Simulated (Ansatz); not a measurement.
Reaction: C3H4 (SMILES C1=CC1) → C3H3 (SMILES [C]1=CC1, doublet) + H (doublet) (the C-H bond breaks)
Each species at its own B3LYP-D3(BJ)/def2-TZVP minimum (Ansatz, an electronic-structure program).

Total energies in hartree (Ansatz). UHF or UKS for unpaired electrons; spin-orbit terms are left out. Cores are frozen in correlated methods. No relativity. For partners of very few electrons the exact lower level stands in for a higher one. The UHF reference of C3H3 ([C]1=CC1, doublet) is spin-contaminated (<S^2> up to 0.14 over the pure value in the sets run).

```csv
species,HF/cc-pVTZ,CCSD(T)/cc-pVTZ,HF/cc-pVQZ,CCSD(T)/cc-pVQZ,CCSD(T)/cc-pVDZ,CCSDT(Q)/cc-pVDZ
1: C3H4 (SMILES C1=CC1),-115.86553,-116.39771,-115.87301,-116.43128,-116.27859,-116.28030
"2: C3H3 (SMILES [C]1=CC1, doublet)",-115.21543,-115.71512,-115.22284,-115.74741,-115.60281,-115.60526
3: H (doublet),-0.49981,-0.49981,-0.49995,-0.49995,-0.49928,-0.49928
```

### Question
Work out the bond dissociation energy (electronic) in kcal/mol: take Hartree-Fock from cc-pVQZ, extrapolate the CCSD(T) correlation energy as X^-3 (X = 3, 4), and add CCSDT(Q) - CCSD(T) in cc-pVDZ. 1 hartree = 627.51 kcal/mol.

### Answer

Species 1: correlation (64·(-0.55827) - 27·(-0.53218))/37 = -0.57731; step -0.00171; E1 = -115.87301 + (-0.57731) + (-0.00171) = -116.45203
Species 2: correlation (64·(-0.52457) - 27·(-0.49969))/37 = -0.54273; step -0.00245; E2 = -115.22284 + (-0.54273) + (-0.00245) = -115.76802
Species 3: correlation (64·(0.00000) - 27·(0.00000))/37 = 0.00000; step +0.00000; E3 = -0.49995 + (0.00000) + (+0.00000) = -0.49995
-1·E1 +1·E2 +1·E3 = 0.18406 hartree = 115.5 kcal/mol.
